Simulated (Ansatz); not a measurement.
# ClFH2Si: the cost of one run

All numbers below are computed with Ansatz 0.2.0 (RKS PBE/def2-SVP).

### 1 The starting structure

Bond lengths: Si1–H2 1.660 Å, Si1–H3 1.660 Å, Si1–Cl4 2.128 Å, Si1–F5 1.589 Å. Angles: H2–Si1–H3 35.4°, H2–Si1–Cl4 123.4°, H2–Si1–F5 123.4°, H3–Si1–Cl4 123.4°, H3–Si1–F5 123.4°, Cl4–Si1–F5 109.5°.

Structure file:

```xyz
5

Si    0.0000    0.0000    0.0000
H     0.9994    0.0000    1.3254
H     1.5827    0.0000    0.5009
Cl   -1.0032    1.7381   -0.7093
F    -0.7489   -1.2974   -0.5295
```

### 2 Pulling towards end A

Springs on the bonds that form and break draw the guess towards this end; the thresholds are loose.

Contents of input.yaml:

```yaml
crystal:
  periodic: [false, false, false]
  atoms:
    - { symbol: Si, position_ang: [0.0, 0.0, 0.0] }
    - { symbol: H, position_ang: [0.9994, 0.0, 1.3254] }
    - { symbol: H, position_ang: [1.5827, 0.0, 0.5009] }
    - { symbol: Cl, position_ang: [-1.0032, 1.7381, -0.7093] }
    - { symbol: F, position_ang: [-0.7489, -1.2974, -0.5295] }
basis:
  gaussian: { orbitals: def2-SVP }
hamiltonian:
  xc: pbe
relax:
  f_tol: 0.15
  max_steps: 25
  restrain:
    - { distance: [1, 2], at: 1.86, k: 30.0 }
    - { distance: [0, 1], at: 1.46, k: 30.0 }
    - { distance: [0, 2], at: 1.46, k: 30.0 }
```

The run is started by

```sh
$ ansatz run input.yaml --threads 1 --pin off --max-ram 2048MiB --backend cpu --events-out ev --progress --plain --runs-dir out
```

**Question.** How long does this run take on 1 thread of Arm Neoverse V1, shared host, and how much memory does it need?

About 9.7 s, with a peak of 0.12 GiB.
